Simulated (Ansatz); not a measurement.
Geometry optimisation, RKS PBE0-D4/def2-SVP in Ansatz 0.2.0.

Input file:

```yaml
crystal:
  periodic: [false, false, false]
  atoms:
    - { symbol: B, position_ang: [0.017239, -0.158482, 0.296795] }
    - { symbol: "N", position_ang: [0.038566, -0.301772, 1.75549] }
    - { symbol: H, position_ang: [-0.791105, -0.491416, 2.300822] }
    - { symbol: H, position_ang: [0.891801, -0.265307, 2.296376] }
    - { symbol: H, position_ang: [1.063271, 0.009531, -0.280893] }
    - { symbol: H, position_ang: [-1.037812, -0.262065, -0.280169] }
    - { symbol: H, position_ang: [-0.287472, 2.219308, 0.363268] }
    - { symbol: H, position_ang: [-0.234289, 1.805704, 0.948711] }
basis:
  gaussian: { orbitals: def2-SVP }
hamiltonian:
  xc: pbe0
  dispersion: d4
relax:
  f_tol: 0.03
  max_steps: 50
```

Command:

```bash
$ ansatz run input.yaml --threads 1 --pin off --max-ram 2048MiB --backend cpu --events-out ev --progress --plain --runs-dir out
```

Q: Where does it end, and by what steps?

A: It converged. The force dipped under the threshold on the way, but the program's further checks kept it going. After 19 steps the energy has fallen by 0.369 eV; H7 moved furthest, 1.34 Å.

```csv
step,energy less start (eV),largest force component (eV/Å),accepted
0,0.0000,2.579,yes
1,-0.2321,1.121,yes
2,-0.3056,0.270,yes
3,-0.3343,0.260,yes
4,-0.3434,0.188,yes
5,-0.3487,0.152,yes
6,-0.3515,0.068,yes
7,-0.3532,0.208,yes
8,-0.3554,0.177,yes
9,-0.3571,0.322,yes
10,-0.3588,0.293,yes
11,-0.3651,0.024,yes
12,-0.3663,0.134,yes
13,-0.3671,0.177,yes
14,-0.3681,0.140,yes
15,-0.3689,0.067,yes
16,-0.3692,0.060,yes
17,-0.3694,0.033,yes
18,-0.3693,0.073,no
19,-0.3695,0.026,yes
```

```xyz
8
Properties=species:S:1:pos:R:3
B 0.107 -0.848 0.246
N 0.027 -0.211 1.478
H -0.843 -0.074 1.977
H 0.835 0.143 1.974
H 1.190 -0.980 -0.277
H -0.908 -1.251 -0.274
H -0.423 3.264 1.188
H -0.326 2.514 1.090
```

The run took 23 s on 1 thread of AMD EPYC 7R43 64-Core Processor (Zen 3), with other jobs on the host, peak memory 0.13 GiB.
